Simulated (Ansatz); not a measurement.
A run of Ansatz (development build ahead of 0.2.0) on singlet H2S at this shape:

```xyz
3

S     0.0441   -0.0234   -0.1015
H     0.0250    0.9945    0.7955
H     0.0350   -0.9930    0.8606
```

Its results:

```
Converged                       : yes
Reference energy                : -398.70560 hartree
Correlation energy              : -0.18173 hartree
Total energy                    : -398.88733 hartree
Spin squared of the determinant : 0.000
```

Task: Which input gives this output? Name the method, the orbitals and the basis set, and write the input.

Result: RHF-MP2 in def2-TZVP. An unrestricted run that stays on the closed shell gives the same numbers.

```yaml
crystal:
  periodic: [false, false, false]
  atoms:
    - { symbol: S, position_ang: [0.04411, -0.02341, -0.10146] }
    - { symbol: H, position_ang: [0.02503, 0.99451, 0.79547] }
    - { symbol: H, position_ang: [0.03503, -0.99305, 0.8606] }
basis:
  gaussian: { orbitals: def2-TZVP }
hamiltonian:
  xc: hf
correlation:
  method: mp2
  frozen_orbitals: { H: 0, S: 5 }
```
